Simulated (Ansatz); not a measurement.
# Al₂+ (doublet): PBE, r2SCAN, PBE0, B3LYP, wB97M-V, B2PLYP, PBE-QIDH, RPA-PBE over vertical gaps between states, cc-pVTZ

Aim: run Al₂+ (doublet) with these functionals over vertical gaps between states, and hold them against the top wave-function level at the same points.

Computed with Ansatz 0.2.0, Gaussian basis. Level: cc-pVTZ, all electrons in the functionals, frozen cores in the correlation of double hybrids and RPA.

To be run: PBE, r2SCAN, PBE0, B3LYP, wB97M-V, B2PLYP, PBE-QIDH, RPA-PBE, at charge 1, doublet; charge 1, quartet.

8 further runs of the same task are left out: 2 for a known fault of the program, 2 that didn't finish, 4 set aside as unsound or not needed.

## (1) The geometry

The geometry is a PBE0/def2-TZVP stationary point (not a proven minimum).

2 atoms, charge 1, spin multiplicity 2.

Atoms are counted from 1 here; the program's logs count them from 0.

No contacts short enough for the rule that draws bonds.

No dispersion term is added; wB97M-V holds VV10 nonlocal correlation. B3LYP takes the VWN-RPA correlation.

The geometry shown and the zero of energy belong to the point charge 1, doublet. The yardstick, FCI, and other wave-function levels (R restricted, U unrestricted, valence and pair active spaces) come from earlier runs.

## (2) PBE, charge 1, doublet

in.yaml reads:

```yaml
crystal:
  periodic: [false, false, false]
  atoms:
    - {symbol: Al, position_ang: [0.000000, 0.000000, 0.000000]}
    - {symbol: Al, position_ang: [0.000000, 0.000000, 3.237000]}
basis:
  gaussian: {orbitals: cc-pVTZ}
total_charge: 1
magnetization: {spin_polarized: true, initial_magnetization: 1}
hamiltonian: {xc: {name: PBE}}
output: {orbitals: {seedname: orbitals}}
```

The run is started by

```
ansatz run in.yaml --threads 1 --pin off --events-out ev --progress --plain --max-ram 2393MiB
```

Further steps of the session: PBE, charge 1, quartet; r2SCAN, charge 1, doublet; r2SCAN, charge 1, quartet; PBE0, charge 1, doublet; PBE0, charge 1, quartet; B3LYP, charge 1, doublet; B3LYP, charge 1, quartet; wB97M-V, charge 1, doublet; wB97M-V, charge 1, quartet; B2PLYP, charge 1, doublet; B2PLYP, charge 1, quartet; PBE-QIDH, charge 1, doublet; PBE-QIDH, charge 1, quartet; RPA-PBE, charge 1, doublet; RPA-PBE, charge 1, quartet.

Before running them: what should the planned runs give, taken together? Wanted: doublet to quartet, FCI; largest miss, PBE; largest miss, r2SCAN; largest miss, PBE0; largest miss, B3LYP; largest miss, wB97M-V; largest miss, B2PLYP; largest miss, PBE-QIDH; largest miss, RPA-PBE.

The runs gave:

| quantity | value |
| --- | --- |
| doublet to quartet, FCI | 317.8 kJ/mol |
| largest miss, PBE | -1.0 kJ/mol (doublet to quartet) |
| largest miss, r2SCAN | -25.6 kJ/mol (doublet to quartet) |
| largest miss, PBE0 | +10.5 kJ/mol (doublet to quartet) |
| largest miss, B3LYP | +37.2 kJ/mol (doublet to quartet) |
| largest miss, wB97M-V | +72.3 kJ/mol (doublet to quartet) |
| largest miss, B2PLYP | +37.4 kJ/mol (doublet to quartet) |
| largest miss, PBE-QIDH | +10.0 kJ/mol (doublet to quartet) |
| largest miss, RPA-PBE | +5.5 kJ/mol (doublet to quartet) |
| largest miss, RCCSD(T) | +5.5 kJ/mol (doublet to quartet) |
| largest miss, UCCSD(T) | +12.7 kJ/mol (doublet to quartet) |

What this shows: Of the functionals, PBE keep the smallest largest miss at the points compared (at most 1.0 kJ/mol) and wB97M-V strays most (72.3 kJ/mol, at doublet to quartet). Functionals and the yardstick converge differently with the basis, so part of each miss in cc-pVTZ is the basis.
